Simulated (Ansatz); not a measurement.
# C₄H₂N radical: basis-set convergence

An exercise on one series of results from a longer session: the logs are not shown, and one member is left open.

Method: one geometry, several basis sets; program: Ansatz 0.2.0, Gaussian basis.

Plan: PBE0-D4/def2-SVP; ωB97M-V/def2-SVP; PBE0-D4/def2-QZVPP; ωB97M-V/def2-QZVPP; the functionals' def2-TZVPP values are taken from earlier runs.

### Structure used throughout

All runs share one geometry, relaxed beforehand with PBE0-D4 in a triple-zeta def2 set.

SMILES `C#C[CH]C#N`, 7 atoms, charge 0, spin multiplicity 2.

Atoms are counted from 1 here; the program's logs count them from 0.

Bond lengths: C1–C2 1.214 Å, C1–H6 1.065 Å, C2–C3 1.376 Å, C3–C4 1.397 Å, C3–H7 1.085 Å, C4–N5 1.158 Å. Angles: C2–C1–H6 179.6°, C1–C2–C3 179.0°, C2–C3–C4 122.3°, C2–C3–H7 119.9°, C4–C3–H7 117.7°, C3–C4–N5 178.7°.

Coordinates:

```
C    -0.5530   -0.4379    1.7822
C    -0.0175   -0.2230    0.7139
C     0.6096    0.0130   -0.4878
C    -0.0691    0.5240   -1.5971
N    -0.6091    0.9468   -2.5308
H    -1.0289   -0.6240    2.7165
H     1.6680   -0.1990   -0.5970
```

The first run:

The input, in.yaml:

```yaml
crystal:
  periodic: [false, false, false]
  atoms:
    - {symbol: C, position_ang: [-0.553022, -0.437856, 1.782217]}
    - {symbol: C, position_ang: [-0.017496, -0.222950, 0.713886]}
    - {symbol: C, position_ang: [0.609629, 0.012999, -0.487788]}
    - {symbol: C, position_ang: [-0.069136, 0.524024, -1.597073]}
    - {symbol: N, position_ang: [-0.609061, 0.946839, -2.530781]}
    - {symbol: H, position_ang: [-1.028925, -0.624023, 2.716515]}
    - {symbol: H, position_ang: [1.668011, -0.199034, -0.596975]}
basis:
  gaussian: {orbitals: def2-SVP}
magnetization: {spin_polarized: true, initial_magnetization: 1}
hamiltonian: {xc: pbe0, dispersion: d4}
output: {orbitals: {seedname: orbitals}}
```

Run with:

```console
> ansatz run in.yaml --threads 4 --pin off --events-out ev --progress --plain --max-ram 10444MiB
```

Among the steps run: PBE0-D4 in def2-SVP; ωB97M-V in def2-SVP; PBE0-D4 in def2-QZVPP; ωB97M-V in def2-QZVPP.

One table of the session follows, with a row left open; its other results are not shown here.

It belongs to the step «Density functionals: the series». 

| functional | basis | HOMO (eV) | LUMO (eV) |
| --- | --- | --- | --- |
| PBE0-D4 | def2-SVP | ? | ? |
| PBE0-D4 | def2-TZVPP | -7.26 | -3.82 |
| PBE0-D4 | def2-QZVPP | -7.28 | -3.84 |
| ωB97M-V | def2-SVP | -9.05 | -1.78 |
| ωB97M-V | def2-TZVPP | -9.15 | -1.95 |
| ωB97M-V | def2-QZVPP | -9.17 | -1.98 |

Q: Estimate the row for PBE0-D4, def2-SVP from the others.

As computed: HOMO (eV): -7.19; LUMO (eV): -3.72. In the column «HOMO (eV)» it is the highest.
